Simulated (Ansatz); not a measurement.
System: zinc-blende InAs. Method: PBE0 (plane waves, PAW; Ansatz, an electronic-structure program).

Total energies, extrapolated to zero smearing (they compare only within this program, potentials and cutoff; free atoms with spin allowed, lowest state found):

```csv
system,energy (eV/atom)
"zinc-blende InAs, relaxed",-5229.4613
free In atom,-5598.6978
free As atom,-4854.4519
```

Task: Work out the cohesive energy per atom.

Result: E_coh = [1 × (-5598.6978) + 1 × (-4854.4519)]/2 − (-5229.4613) = 2.89 eV/atom. The reference value is 3.08 eV/atom (measured, static lattice: zero-point vibration energy added, sources range from 3.08 to 3.25; as tabulated in Mejia-Rodriguez and Trickey (2018), arXiv:1807.09216), not set against a level without spin–orbit coupling.

Spin–orbit coupling, which matters for such heavy atoms, is left out.

The PAW data were made under PBE.
